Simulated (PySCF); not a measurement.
Molecule: SMILES C=P(C)(C)C, C4H11P.

Molfile (atoms numbered from 1):
```
C4H11P
     RDKit          3D

 16 15  0  0  0  0  0  0  0  0999 V2000
    0.2967    1.4800    1.2248 C   0  0  0  0  0  0  0  0  0  0  0  0
    0.0483    0.2078    0.1669 P   0  0  0  0  0  5  0  0  0  0  0  0
    1.3614   -0.4207   -0.9836 C   0  0  0  0  0  0  0  0  0  0  0  0
   -1.3028    0.5832   -0.9937 C   0  0  0  0  0  0  0  0  0  0  0  0
   -0.4032   -1.3091    1.0656 C   0  0  0  0  0  0  0  0  0  0  0  0
    0.8986    1.2859    2.1171 H   0  0  0  0  0  0  0  0  0  0  0  0
    0.3465    2.4871    0.8022 H   0  0  0  0  0  0  0  0  0  0  0  0
    1.0244   -1.2633   -1.6096 H   0  0  0  0  0  0  0  0  0  0  0  0
    2.2288   -0.7364   -0.3847 H   0  0  0  0  0  0  0  0  0  0  0  0
    1.6824    0.4079   -1.6329 H   0  0  0  0  0  0  0  0  0  0  0  0
   -1.0379    1.4938   -1.5520 H   0  0  0  0  0  0  0  0  0  0  0  0
   -2.2187    0.7809   -0.4211 H   0  0  0  0  0  0  0  0  0  0  0  0
   -1.4647   -0.2372   -1.7073 H   0  0  0  0  0  0  0  0  0  0  0  0
   -0.6016   -2.1419    0.3754 H   0  0  0  0  0  0  0  0  0  0  0  0
    0.4306   -1.5863    1.7276 H   0  0  0  0  0  0  0  0  0  0  0  0
   -1.2874   -1.1048    1.6839 H   0  0  0  0  0  0  0  0  0  0  0  0
  1  2  2  0
  2  3  1  0
  2  4  1  0
  2  5  1  0
  1  6  1  0
  1  7  1  0
  3  8  1  0
  3  9  1  0
  3 10  1  0
  4 11  1  0
  4 12  1  0
  4 13  1  0
  5 14  1  0
  5 15  1  0
  5 16  1  0
M  END
```

Geometry PBE0-D3(BJ)/def2-SVP throughout; GIAO in PySCF 2.14.0 with density-fitted response routines, gas phase, one conformer, non-relativistic; equivalent atoms averaged; basis pcSseg-1.

For orientation, LC-wPBE gives these shifts δ (against TMS, H3PO4 at the same level): C3/C4/C5 20.9, C1 -9.7, P2 -45.5, H8/H9/H10/H11/H12/H13/H14/H15/H16 1.13, H6/H7 -0.57 ppm.

A run gave: C3/C4/C5 20.5, C1 -11.0, P2 -27.6, H8/H9/H10/H11/H12/H13/H14/H15/H16 1.15, H6/H7 -0.56 ppm (shifts δ (against TMS, H3PO4 at the same level)).

Q: Which functional was used in that run?
A. wB97X-D
B. WP04
C. BHandHLYP
D. B97-2

A: C. P2 tells them apart best: BHandHLYP gives -27.6, WP04 gives -14.1, wB97X-D gives -37.2, B97-2 gives -33.6 ppm.
